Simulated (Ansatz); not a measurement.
Structural energy differences of hafnium

Computed with DFT, r2SCAN, plane waves (500 eV) with PAW, scalar-relativistic in Ansatz 0.2.0. The PAW files were generated under PBE, with cores re-solved for the functional.

Each structure is relaxed within its own symmetry, so a high-lying one may be dynamically unstable.

Question: Rank these structures of hafnium by energy per atom, lowest first.
A. fcc
B. bcc
C. simple cubic
D. dhcp
E. diamond
F. A15
G. omega (AlB2-type)
H. hcp

Answer: H (0 meV/atom), G (34 meV/atom), D (55 meV/atom), A (84 meV/atom), B (208 meV/atom), F (279 meV/atom), C (1206 meV/atom), E (2982 meV/atom).

```
        structure  ΔE (meV/atom)  V (Å³/atom)                                     cell     magnetic state
              hcp              0        22.38   a = 3.199 Å, c = 5.051 Å (c/a = 1.579)  spin not included
omega (AlB2-type)             34        22.06   a = 4.972 Å, c = 3.091 Å (c/a = 0.622)  spin not included
             dhcp             55        22.52  a = 3.193 Å, c = 10.207 Å (c/a = 3.197)  spin not included
              fcc             84        22.46                              a = 4.479 Å  spin not included
              bcc            208        22.22                              a = 3.542 Å  spin not included
              A15            279        22.45                              a = 5.642 Å  spin not included
     simple cubic           1206        24.39                              a = 2.900 Å  spin not included
          diamond           2982        33.85                              a = 6.470 Å  spin not included
```

ΔE counts from hcp.

Differences under about 8 meV lie within the error of the k-point mesh.
